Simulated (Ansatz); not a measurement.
Density of states of SrB6 (Pm-3m, a = 4.189 Å, b = 4.189 Å, c = 4.189 Å, α = 90.00°, β = 90.00°, γ = 90.00°), in states per eV and primitive cell, averaged over bins of 0.3 eV. Method: Ansatz, DFT r2SCAN, scalar-relativistic, plane waves, PAW.

Settings: cutoff 500 eV, Γ-centred mesh 8×8×8 on the computed 7-atom cell, Gaussian smearing of 0.10 eV; no spin polarisation.

The cell is relaxed at this level. The states (both spins) are summed by tetrahedra on a 12×12×12 mesh at the self-consistent density. Energies are bin centres; the table starts no lower than −8 eV and ends at 6 eV, or lower where the solved bands end.

The gap is zero at this level, with almost no states at the Fermi level.

| E − E_F (eV) | total | B 2p | B 2s | Sr 5s | Sr 4p |
| --- | --- | --- | --- | --- | --- |
| -7.90 | 1.62 | 1.00 | 0.57 | 0.01 | 0.04 |
| -7.60 | 1.44 | 0.91 | 0.48 | 0.01 | 0.03 |
| -7.30 | 1.46 | 0.96 | 0.46 | 0.01 | 0.02 |
| -7.00 | 1.65 | 1.13 | 0.49 | 0.00 | 0.02 |
| -6.70 | 1.41 | 1.01 | 0.38 | 0.00 | 0.01 |
| -6.40 | 0.50 | 0.36 | 0.14 | 0.01 | 0.00 |
| -6.10 | 0.52 | 0.36 | 0.13 | 0.01 | 0.01 |
| -5.80 | 1.23 | 0.87 | 0.33 | 0.02 | 0.01 |
| -5.50 | 1.13 | 0.81 | 0.29 | 0.01 | 0.01 |
| -5.20 | 1.13 | 0.81 | 0.30 | 0.01 | 0.00 |
| -4.90 | 1.19 | 0.89 | 0.28 | 0.01 | 0.00 |
| -4.60 | 1.41 | 1.13 | 0.24 | 0.01 | 0.01 |
| -4.30 | 2.20 | 1.86 | 0.26 | 0.02 | 0.02 |
| -4.00 | 2.55 | 2.20 | 0.26 | 0.02 | 0.03 |
| -3.70 | 2.89 | 2.59 | 0.20 | 0.01 | 0.05 |
| -3.40 | 1.57 | 1.42 | 0.11 | 0.00 | 0.03 |
| -3.10 | 3.25 | 2.92 | 0.25 | 0.01 | 0.02 |
| -2.80 | 3.57 | 3.31 | 0.19 | 0.00 | 0.03 |
| -2.50 | 2.60 | 2.43 | 0.11 | 0.01 | 0.02 |
| -2.20 | 3.07 | 2.87 | 0.14 | 0.01 | 0.01 |
| -1.90 | 3.68 | 3.47 | 0.15 | 0.01 | 0.01 |
| -1.60 | 3.54 | 3.40 | 0.10 | 0.01 | 0.01 |
| -1.30 | 2.23 | 2.16 | 0.04 | 0.00 | 0.00 |
| -1.00 | 0.87 | 0.83 | 0.02 | 0.00 | 0.00 |
| -0.70 | 0.73 | 0.70 | 0.01 | 0.00 | 0.00 |
| -0.40 | 0.63 | 0.61 | 0.00 | 0.00 | 0.00 |
| -0.10 | 0.06 | 0.05 | 0.00 | 0.00 | 0.00 |
| 0.20 | 0.07 | 0.06 | 0.00 | 0.00 | 0.00 |
| 0.50 | 0.18 | 0.14 | 0.00 | 0.00 | 0.00 |
| 0.80 | 0.26 | 0.20 | 0.00 | 0.00 | 0.00 |
| 1.10 | 0.34 | 0.26 | 0.00 | 0.00 | 0.00 |
| 1.40 | 0.42 | 0.32 | 0.00 | 0.00 | 0.00 |
| 1.70 | 0.52 | 0.38 | 0.01 | 0.00 | 0.00 |
| 2.00 | 0.66 | 0.49 | 0.01 | 0.00 | 0.00 |
| 2.30 | 0.78 | 0.56 | 0.01 | 0.00 | 0.00 |
| 2.60 | 0.79 | 0.57 | 0.02 | 0.00 | 0.00 |
| 2.90 | 0.97 | 0.70 | 0.03 | 0.00 | 0.00 |
| 3.20 | 1.27 | 0.93 | 0.05 | 0.00 | 0.00 |
| 3.50 | 1.76 | 1.29 | 0.10 | 0.00 | 0.01 |
| 3.80 | 2.29 | 1.64 | 0.16 | 0.00 | 0.00 |
| 4.10 | 1.58 | 1.14 | 0.09 | 0.00 | 0.00 |
| 4.40 | 1.19 | 0.83 | 0.06 | 0.00 | 0.00 |
| 4.70 | 1.18 | 0.76 | 0.05 | 0.00 | 0.00 |
| 5.00 | 1.52 | 0.67 | 0.16 | 0.10 | 0.00 |
| 5.30 | 2.06 | 0.63 | 0.30 | 0.22 | 0.00 |
| 5.60 | 3.35 | 0.80 | 0.46 | 0.27 | 0.00 |

The columns after the total are the main Löwdin projections on the occupied valence shells of the potentials; 1 other is left out. The rest of the total lies in those, in shells that are empty in the free atom, which aren't projected, and between the atoms.

Cost: 1 run of about 1 core-minutes, on Arm Neoverse V2 (shared hosts).